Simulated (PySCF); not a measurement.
disilane (H₆Si₂), SMILES [SiH3][SiH3].

Geometry: TPSSh-D3(BJ)/def2-TZVP.

Two levels are set side by side: TDDFT-PBE/def2-SVPD (PySCF) and ADC(2)/aug-cc-pVDZ (PySCF). Vertical, same geometry; the bases differ. Differences are taken from unrounded values.

| quantity | ADC(2) | TDDFT-PBE | TDDFT-PBE minus ADC(2) |
|---|---|---|---|
| lowest singlet excitation (eV) | 7.63 | 7.10 | -0.53 |

Functionals without exact exchange tend to place singlet excitations lower, as here. Differences between two approximate levels are no errors against the true value.

Rough cost on one machine, each run with all the roots and properties that it gave: ADC(2) against TDDFT-PBE about 9 times.
